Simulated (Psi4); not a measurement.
This Psi4 input (MP2/def2-TZVPP) gives -78.40041 Eh with 118 basis functions.

```
memory 8100 MB

molecule {
0 1
C    -0.00121882   -0.00583875    0.66227812
C     0.00121882    0.00583875   -0.66227812
H     0.01665750    0.91035156    1.24013365
H    -0.02119201   -0.93207417    1.22382087
H     0.02119201    0.93207417   -1.22382087
H    -0.01665750   -0.91035156   -1.24013365
}

set {
  basis def2-tzvpp
  scf_type df
  freeze_core true
}

energy('mp2')
print_variables()
```

Change:
```diff
- basis def2-tzvpp
+ basis def2-qzvpp
```

Question: What does the run give now?

Answer: -78.42535 Eh (MP2/def2-QZVPP, 234 functions), a change of -24.94 mEh.
